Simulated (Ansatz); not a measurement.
## H3NPSi: where a starting geometry ends

The starting geometry of this gas-phase doublet was optimised with GFN2-xTB.

```xyz
6

N    -0.3545    1.5269    1.4994
P    -1.6962    2.3837    0.9163
Si    1.2768    1.7545    0.9146
H    -0.5913    0.8519    2.2162
H    -1.3417    2.3995   -0.4426
H    -1.1940    3.6913    1.0744
```

**Question.** Predict what becomes of its bonds when it is optimised with PBE-D3(BJ)/def2-SVP.

**Answer.** It keeps its bonds.

The energy falls by 0.17 eV over 8 steps:

```
step  E − E(last) (eV)
   1             0.166
   2             0.057
   3             0.018
   4             0.014
   5             0.003
   6             0.000
   7             0.000
   8             0.000
```

Final geometry (Å):

```xyz
6

N    -0.2790    1.5630    1.4831
P    -1.7420    2.3112    0.8057
Si    1.3247    1.4170    0.8108
H    -0.5013    1.0709    2.3603
H    -1.1770    2.5607   -0.4977
H    -1.5262    3.6852    1.2160
```

No frequencies were run, so the end isn't proven a minimum. Open shells are spin-unrestricted. Run with Ansatz 0.2.0, 77 s on 1 thread of Intel(R) Xeon(R) Processor @ 2.50GHz (Skylake/Cascade Lake) (shared host).
